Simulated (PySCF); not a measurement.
An unknown gives this computed stick spectrum. Method used: PySCF, TDDFT B3LYP/def2-SVPD, vertical, gas phase, core orbitals frozen in the response. Geometries: PBE0-D3(BJ)/def2-SVP, one conformer each.

```csv
state,E (eV),f
S1,5.92,0.0042
S2,5.98,0.346
S3,6.70,0.0000
S4,7.15,0.0003
S5,7.49,0.011
S6,7.52,0.036
S7,7.92,0.0066
S8,7.96,0.0097
S9,8.07,0.0001
S10,8.26,0.0001
```

Triplets computed (Tamm–Dancoff): 3.60, 5.62, 6.10, 6.35 eV.

Question: Which candidate is it? All have the formula C4H4FN.
A. `N#CC/C=C\F`
B. `F/C=C/[C@H]1C=N1`
C. `N#CC1(F)CC1`
D. `[C@@H]1(/C=C\F)N=C1`
E. `C(/C#N)(F)=C/C`

Answer: E. Its S1 lies at 5.92 eV; the nearest of the others has S1 at 6.47 eV. S1 is HOMO→LUMO+1 (96%). Löwdin shares by element: HOMO carbon 53% or more, nitrogen 13%, fluorine 12% (atoms not listed hold the other 22%); LUMO carbon 64% or more, nitrogen 19% (atoms not listed hold the other 17%). At the same level the other candidates give, for their lowest levels:
- `N#CC1(F)CC1`: 6.47 eV (f 0.000); 7.45 eV (f 0.046); 7.83 eV (f 0.026); 7.96 eV (f 0.024); 8.02 eV (f 0.003); T1 6.02 eV; HOMO -8.56, LUMO -0.57 eV
- `F/C=C\[C@H]1C=N1`: 4.44 eV (f 0.019); 6.32 eV (f 0.121); 6.41 eV (f 0.030); 6.57 eV (f 0.356); 6.75 eV (f 0.017); T1 3.72 eV; HOMO -6.83, LUMO -1.27 eV
- `N#CC/C=C\F`: 6.90 eV (f 0.038); 7.14 eV (f 0.175); 7.40 eV (f 0.006); 7.46 eV (f 0.014); 7.67 eV (f 0.010); T1 4.45 eV; HOMO -7.93, LUMO -0.68 eV
- `F/C=C/[C@H]1C=N1`: 4.41 eV (f 0.006); 6.08 eV (f 0.154); 6.47 eV (f 0.122); 6.64 eV (f 0.000); 6.75 eV (f 0.025); T1 3.90 eV; HOMO -6.82, LUMO -1.17 eV
